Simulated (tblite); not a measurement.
C3H2FN.
SMILES: `[C-]#[N+]/C=C/F`

Method: GFN2-xTB as coded in tblite; computed harmonic values from a numerical Hessian at the method's own geometry, unscaled. The method is semi-empirical: single wavenumbers can be off by several per cent or more.

Harmonic wavenumbers (cm⁻¹): 176.0, 189.0, 373.9, 431.7, 513.7, 720.7, 947.3, 1073.4, 1137.6, 1212.3, 1239.3, 1676.6, 2205.6, 3066.9, 3088.1.

A = 50648, B = 2493, C = 2376 MHz; mass 71.017 u (most abundant isotopes); point group Cs, symmetry number 1.

**Question.** Zero-point energy?

**Answer.** ½Σν̃ = 9026 cm⁻¹ = 107.98 kJ/mol.

**Question.** Entropy at 500 K, 1 bar (ideal gas, RRHO, classical rotation)?

**Answer.** Translation 172.77, rotation 108.90, vibration 59.99: S = 341.7 J/(mol K).

**Question.** And Cp and H(500 K) − H(0)?

**Answer.** Cp = 98.28 J/(mol K), of which vibrations give 65.02 (their classical limit is 15 R = 124.7); H(500 K) − H(0) = 33.47 kJ/mol without the zero-point energy, 16.84 from vibrations.

**Question.** What must be added to the electronic energy to get the Gibbs energy at 500 K and 1 bar?

**Answer.** ZPE + [H(500 K) − H(0)] − T·S = 107.98 + 33.47 − 170.83 = -29.38 kJ/mol.

**Question.** How do the functions run with temperature in this model?

**Answer.** 
```tsv
T (K)	S (J/(mol K))	Cp (J/(mol K))	H − H(0) (kJ/mol)	G − H(0) (kJ/mol)	ln q(vib)
100	233.2	45.0	3.70	-19.62	0.16
200	269.7	61.6	9.06	-44.88	0.78
300	297.4	75.7	15.93	-73.28	1.54
800	392.9	119.3	66.39	-247.89	5.51
1000	420.5	128.1	91.18	-329.30	6.96
```

q(vib) and H(0) count from the zero-point level.

**Question.** Which modes carry the vibrational entropy at 500 K?

**Answer.** 176.0 cm⁻¹: 14.06; 189.0 cm⁻¹: 13.48; 373.9 cm⁻¹: 8.10; 431.7 cm⁻¹: 7.03; 513.7 cm⁻¹: 5.78; 720.7 cm⁻¹: 3.60 J/(mol K); the other 9 give 7.95 together.

Hindered rotation and anharmonicity are outside this model.
